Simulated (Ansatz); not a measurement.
Mulliken charges of `F[C@@H]1O[C@H]1F` from ωB97M-V/def2-TZVPP in Ansatz (PBE0-D4/def2-TZVP geometry).

```json
{"atom": "F1", "x (Å)": "0.608", "y (Å)": "-1.512", "z (Å)": "0.835", "charge (e)": "-0.189"}
{"atom": "C2", "x (Å)": "0.032", "y (Å)": "-0.311", "z (Å)": "0.651", "charge (e)": "0.213"}
{"atom": "O3", "x (Å)": "-1.099", "y (Å)": "-0.312", "z (Å)": "-0.166", "charge (e)": "-0.277"}
{"atom": "C4", "x (Å)": "0.051", "y (Å)": "0.310", "z (Å)": "-0.655", "charge (e)": "0.213"}
{"atom": "F5", "x (Å)": "-0.022", "y (Å)": "1.647", "z (Å)": "-0.766", "charge (e)": "-0.189"}
{"atom": "H6", "x (Å)": "-0.033", "y (Å)": "0.255", "z (Å)": "1.576", "charge (e)": "0.114"}
{"atom": "H7", "x (Å)": "0.523", "y (Å)": "-0.146", "z (Å)": "-1.521", "charge (e)": "0.114"}
```

Q: By hand: the dipole of these point charges (1 e Å = 4.8032 D).

A: Σ q r = (0.267, 0.073, 0.038) e Å, of length 0.279 e Å = 1.34 D.

Q: How does the dipole of the full density compare? (An estimate is asked.)

A: Computed: (0.216, 0.059, 0.031) e Å, 1.09 D; the point charges give 1.23 times that, at 0° from its direction.

Point charges leave out the atoms' own dipoles, such as those of lone pairs, and Mulliken's split depends on the basis, so the two needn't agree.
